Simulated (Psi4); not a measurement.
**B3LYP/6-311+G(d,p) (sweep point 7) run of ClF (chlorine monofluoride)**

Aim: the energy change on altering one bond length of ClF (chlorine monofluoride) at B3LYP/6-311+G** (sweep point 7), from 2 runs. The job is set up through a Python script.

The calculation is run with Psi4 1.11.

1 further run of the same task is left out (it didn't finish).

### 1 The structure to begin with

ClF has 2 atoms, charge 0, and is taken as a singlet. As SMILES, `FCl`. The shape is that of a PBE0-D4/def2-TZVP optimisation.

Bond lengths: F1–Cl2 1.620 Å.

### 2 A single-point energy at B3LYP/6-311+G(d,p) (sweep point 7)

The input, job.py:

```python
import psi4

psi4.set_memory('1600 MB')
psi4.set_num_threads(1)
psi4.core.set_output_file('run.log', False)

geom = psi4.geometry("""
0 1
F      0.000000     0.000000     0.031290
Cl     0.000000     0.000000     1.650960
symmetry c1
""")

psi4.set_options({
    'basis': '6-311+G**',
    'puream': True,
    'scf_type': 'pk',
    'dft_radial_points': 99,
    'dft_spherical_points': 590,
})

e, wfn = psi4.energy("b3lyp", return_wfn=True)
print('E =', round(e, 9))
for k, v in sorted(psi4.core.scalar_variables().items()):
    print(f'{k:45s} {v:18.10f}')
```

On the command line:

```
$ python job.py
```

run.log:

```text
[...]
  Running in c1 symmetry.
[...]
  Nuclear repulsion =   49.988030421326577
[...]
  Multiplicity = 1
[...]
  Nalpha       = 13
  Nbeta        = 13
[...]
    Number of basis functions: 52
[...]
   @RKS iter   1:  -559.98483940888548   -9.63572e-02   5.85131e-03 DIIS/ADIIS
[...]
   @RKS iter   8:  -560.00962378751115   -1.50862e-09   7.00343e-08 DIIS
[...]
    Orbital Energies [Eh]
    ---------------------
    Doubly Occupied:
       1A   -101.643639     2A    -24.741005     3A     -9.553152
       4A     -7.324572     5A     -7.304694     6A     -7.304694
       7A     -1.262682     8A     -0.846800     9A     -0.552059
      10A     -0.501805    11A     -0.501805    12A     -0.341828
      13A     -0.341828
[...]
  @RKS Final Energy:  -560.00962378751115
   => Energetics <=
    Nuclear Repulsion Energy =             49.9880304213265774
    One-Electron Energy =                -873.3548562484812692
    Two-Electron Energy =                 294.5202231403308701
    DFT Exchange-Correlation Energy =     -31.1630211006873310
    Empirical Dispersion Energy =           0.0000000000000000
    VV10 Nonlocal Energy =                  0.0000000000000000
    Total Energy =                       -560.0096237875111456
[...]
 Multipole Moments:
 ------------------------------------------------------------------------------------
     Multipole            Electronic (a.u.)      Nuclear  (a.u.)        Total (a.u.)
 ------------------------------------------------------------------------------------
 L = 1.  Multiply by 2.5417464519 to convert [e a0] to [Debye]
 Dipole X            :         -0.0000000            0.0000000           -0.0000000
 Dipole Y            :          0.0000000            0.0000000            0.0000000
 Dipole Z            :         -0.0234169            0.4680760            0.4446591
 Magnitude           :                                                    0.4446591
[...]
```

On the terminal:

```text
E = -560.009623788
CURRENT ENERGY                                   -560.0096237875
CURRENT REFERENCE ENERGY                         -560.0096237875
DD SOLVATION ENERGY                                 0.0000000000
DFT FUNCTIONAL TOTAL ENERGY                      -560.0096237875
DFT TOTAL ENERGY                                 -560.0096237875
DFT VV10 ENERGY                                     0.0000000000
DFT XC ENERGY                                     -31.1630211007
GRID ELECTRONS ALPHA                               12.9999999912
GRID ELECTRONS BETA                                12.9999999912
GRID ELECTRONS TOTAL                               25.9999999824
NUCLEAR REPULSION ENERGY                           49.9880304213
ONE-ELECTRON ENERGY                              -873.3548562485
PCM POLARIZATION ENERGY                             0.0000000000
PE ENERGY                                           0.0000000000
SCF ITERATION ENERGY                             -560.0096237875
SCF ITERATIONS                                      8.0000000000
SCF TOTAL ENERGY                                 -560.0096237875
TWO-ELECTRON ENERGY                               294.5202231403
XC GRID RADIAL POINTS                              99.0000000000
XC GRID SPHERICAL POINTS                          590.0000000000
XC GRID TOTAL POINTS                           113637.0000000000
```

Wall time 3.6 s (1 thread of Intel Xeon Platinum 8488C (Sapphire Rapids), shared host); peak memory 0.35 GiB.

### 3 The distorted shape, same level

The input, run.py:

```python
import psi4

psi4.set_memory('1600 MB')
psi4.set_num_threads(1)
psi4.set_output_file('clf.out', False)

mol = psi4.geometry("""
0 1
F      0.000000     0.000000    -1.264440
Cl     0.000000     0.000000     1.650960
symmetry c1
""")

options = {'basis': '6-311+G**', 'puream': True, 'scf_type': 'pk', 'dft_radial_points': 99, 'dft_spherical_points': 590}
psi4.set_options(options)

e_tot, wfn = psi4.energy('b3lyp', return_wfn=True)
print(f'b3lyp energy: {e_tot:.10f} Eh')
for k, v in sorted(psi4.core.scalar_variables().items()):
    print(f'{k:45s} {v:18.10f}')
```

On the command line:

```
$ python run.py
```

clf.out:

```text
[...]
  Running in c1 symmetry.
[...]
  Nuclear repulsion =   27.771185165846884
[...]
  Multiplicity = 1
[...]
  Nalpha       = 13
  Nbeta        = 13
[...]
    Number of basis functions: 52
[...]
   @RKS iter   1:  -559.57981410652292   -1.00809e-01   1.31942e-02 ADIIS/DIIS
[...]
   @RKS iter  13:  -559.88025122757983   -1.82226e-08   5.48786e-07 DIIS
[...]
    Orbital Energies [Eh]
    ---------------------
    Doubly Occupied:
       1A   -101.674165     2A    -24.722898     3A     -9.580590
       4A     -7.352218     5A     -7.332685     6A     -7.332685
       7A     -1.145242     8A     -0.876332     9A     -0.421543
      10A     -0.419145    11A     -0.419145    12A     -0.395807
      13A     -0.395807
[...]
  @RKS Final Energy:  -559.88025122757983
   => Energetics <=
    Nuclear Repulsion Energy =             27.7711851658468838
    One-Electron Energy =                -829.0667086463602118
    Two-Electron Energy =                 272.4249253700637041
    DFT Exchange-Correlation Energy =     -31.0096531171301102
    Empirical Dispersion Energy =           0.0000000000000000
    VV10 Nonlocal Energy =                  0.0000000000000000
    Total Energy =                       -559.8802512275798335
[...]
 Multipole Moments:
 ------------------------------------------------------------------------------------
     Multipole            Electronic (a.u.)      Nuclear  (a.u.)        Total (a.u.)
 ------------------------------------------------------------------------------------
 L = 1.  Multiply by 2.5417464519 to convert [e a0] to [Debye]
 Dipole X            :          0.0000000            0.0000000            0.0000000
 Dipole Y            :          0.0000000            0.0000000            0.0000000
 Dipole Z            :          0.2066284            0.8425351            1.0491634
 Magnitude           :                                                    1.0491634
[...]
```

On the terminal:

```text
b3lyp energy: -559.8802512276 Eh
CURRENT ENERGY                                   -559.8802512276
CURRENT REFERENCE ENERGY                         -559.8802512276
DD SOLVATION ENERGY                                 0.0000000000
DFT FUNCTIONAL TOTAL ENERGY                      -559.8802512276
DFT TOTAL ENERGY                                 -559.8802512276
DFT VV10 ENERGY                                     0.0000000000
DFT XC ENERGY                                     -31.0096531171
GRID ELECTRONS ALPHA                               12.9999995597
GRID ELECTRONS BETA                                12.9999995597
GRID ELECTRONS TOTAL                               25.9999991195
NUCLEAR REPULSION ENERGY                           27.7711851658
ONE-ELECTRON ENERGY                              -829.0667086464
PCM POLARIZATION ENERGY                             0.0000000000
PE ENERGY                                           0.0000000000
SCF ITERATION ENERGY                             -559.8802512276
SCF ITERATIONS                                     13.0000000000
SCF TOTAL ENERGY                                 -559.8802512276
TWO-ELECTRON ENERGY                               272.4249253701
XC GRID RADIAL POINTS                              99.0000000000
XC GRID SPHERICAL POINTS                          590.0000000000
XC GRID TOTAL POINTS                           113853.0000000000
```

Wall time 5.1 s (1 thread of Intel Xeon Platinum 8488C (Sapphire Rapids), shared host); peak memory 0.34 GiB.

### 4 What came out

At B3LYP/6-311+G** (sweep point 7):

| quantity | value |
| --- | --- |
| first shape: total energy | -560.00962 Eh |
| first shape: dipole moment | 1.13 D |
| first shape: HOMO energy | -9.30 eV |
| first shape: LUMO energy | -3.51 eV |
| first shape: HOMO–LUMO gap | 5.79 eV |
| distorted shape: total energy | -559.88025 Eh |
| distorted shape: dipole moment | 2.67 D |
| distorted shape: HOMO energy | -10.77 eV |
| distorted shape: LUMO energy | -9.30 eV |
| distorted shape: HOMO–LUMO gap | 1.47 eV |
| energy change with the F1–Cl2 bond stretched from 1.620 to 2.915 Å | 3.520 eV |

One bond (distorted shape) is far stretched, which a spin-restricted single reference describes badly; a broken-symmetry solution may lie lower. With the F1–Cl2 bond stretched from 1.620 to 2.915 Å the energy rises by 3.52 eV (340 kJ/mol). The first shape isn't relaxed at this level, so the change isn't measured from a minimum. A restricted reference can't describe the breaking bond well at this length.
